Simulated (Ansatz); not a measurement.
# C₃H₅NS: one species, many methods

The task here is to estimate one member of a computed series from the others.

Computed with Ansatz 0.2.0, Gaussian basis. Level: functionals in def2-TZVPP, the program's frozen cores in correlated methods.

Plan: PBE-D4, r2SCAN-D4, PBE0-D4, B3LYP-D4, ωB97X-V, ωB97M-V, B2PLYP; CCSD(T)/def2-TZVPP; MP2/def2-QZVPP; extrapolation to the limit.

**The geometry**

The geometry comes from an earlier relaxation with PBE0-D4 in a triple-zeta def2 set; it is a stationary point, not always the lowest conformer.

SMILES `CC1=NCS1`, 10 atoms, charge 0, spin multiplicity 1.

Atoms are counted from 1 here; the program's logs count them from 0.

Bond lengths: C1–C2 1.476 Å, C1–H6 1.093 Å, C1–H7 1.090 Å, C1–H8 1.093 Å, C2–N3 1.282 Å, C2–S5 1.765 Å, N3–C4 1.451 Å, C4–S5 1.846 Å, C4–H9 1.090 Å, C4–H10 1.090 Å. Angles: C2–C1–H6 110.6°, C2–C1–H7 109.1°, C2–C1–H8 110.6°, H6–C1–H7 109.4°, H6–C1–H8 107.7°, H7–C1–H8 109.4°, C1–C2–N3 128.5°, C1–C2–S5 128.9°, N3–C2–S5 102.6°, C2–N3–C4 96.2°, N3–C4–S5 92.5°, N3–C4–H9 113.6°, N3–C4–H10 113.6°, S5–C4–H9 112.5°, S5–C4–H10 112.5°, H9–C4–H10 111.0°, C2–S5–C4 68.7°.

Set-up of the first run:

in.yaml reads:

```yaml
crystal:
  periodic: [false, false, false]
  atoms:
    - {symbol: C, position_ang: [-1.318995, -0.959553, -0.438089]}
    - {symbol: C, position_ang: [-0.185918, -0.086241, -0.072695]}
    - {symbol: N, position_ang: [0.932789, -0.412294, 0.460990]}
    - {symbol: C, position_ang: [1.482410, 0.930279, 0.505136]}
    - {symbol: S, position_ang: [-0.030178, 1.662200, -0.258629]}
    - {symbol: H, position_ang: [-2.222479, -0.661613, 0.099260]}
    - {symbol: H, position_ang: [-1.071297, -1.990886, -0.185592]}
    - {symbol: H, position_ang: [-1.529861, -0.888392, -1.507754]}
    - {symbol: H, position_ang: [2.368601, 1.059063, -0.117079]}
    - {symbol: H, position_ang: [1.658026, 1.296137, 1.517251]}
basis:
  gaussian: {orbitals: def2-TZVPP}
hamiltonian: {xc: pbe, dispersion: d4}
output: {forces: true, orbitals: {seedname: orbitals}}
```

The run is started by

```bash
> ansatz run in.yaml --threads 4 --pin off --events-out ev --progress --plain --max-ram 10444MiB
```

Steps of the session up to this table: PBE-D4 (GGA); r2SCAN-D4 (meta-GGA); PBE0-D4 (hybrid); B3LYP-D4 (hybrid); ωB97X-V (range-separated); ωB97M-V (range-separated); B2PLYP (double hybrid); CCSD(T) in def2-TZVPP; MP2 in def2-QZVPP.

One of the session's tables, all rows but one given; the rest of the session is left out.

| method | atomisation energy (kcal/mol) |
| --- | --- |
| PBE-D4 | 991.3 |
| r2SCAN-D4 | 956.8 |
| PBE0-D4 | 966.2 |
| B3LYP-D4 | 953.9 |
| ωB97X-V | 957.4 |
| ωB97M-V | ? |
| B2PLYP | 943.2 |
| HF/def2-TZVPP | 657.7 |
| MP2/def2-TZVPP | 945.2 |
| CCSD/def2-TZVPP | 903.1 |
| CCSD(T)/def2-TZVPP | 923.2 |
| MP2/CBS | 972.7 |
| CCSD(T)/CBS | 950.7 |

Q: Estimate the row for ωB97M-V from the others.

The run gave: atomisation energy (kcal/mol): 958.3. In the column «atomisation energy (kcal/mol)» it lies between ωB97X-V (957.4) and PBE0-D4 (966.2).

Limits of these values: Free atoms (3 C, 1 N, 1 S, 5 H) were run apart at each level; the atomisation energy is their sum less the molecule, without zero-point or spin-orbit terms.
